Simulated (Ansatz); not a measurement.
CsCl-type TlCl, treated with HSE06 in Ansatz (plane waves, PAW).

Settings: plane-wave cutoff 520 eV, 6×6×6 k mesh, scalar-relativistic PAW data made under PBE.

Computed at the level's own relaxed cell.

```
TlCl
1.0
    3.88337     0.00000     0.00000
    0.00000     3.88337     0.00000
    0.00000     0.00000     3.88337
Tl Cl
1 1
Cartesian
  0.00000   0.00000   0.00000
  1.94168   1.94168   1.94168
```

Give the elastic tensor (Voigt notation, GPa, ions relaxed, in the Cartesian axes of the cell as printed).


```
   41.7    13.4    13.4     0.0     0.0     0.0
   13.4    41.7    13.4     0.0     0.0     0.0
   13.4    13.4    41.7     0.0     0.0     0.0
    0.0     0.0     0.0     5.8     0.0     0.0
    0.0     0.0     0.0     0.0     5.8     0.0
    0.0     0.0     0.0     0.0     0.0     5.8
```

Spin–orbit coupling is not included; it can shift volumes and moduli of such heavy elements.

The computed numbers hold no vibrational or temperature effects.

Ansatz is an electronic-structure program.
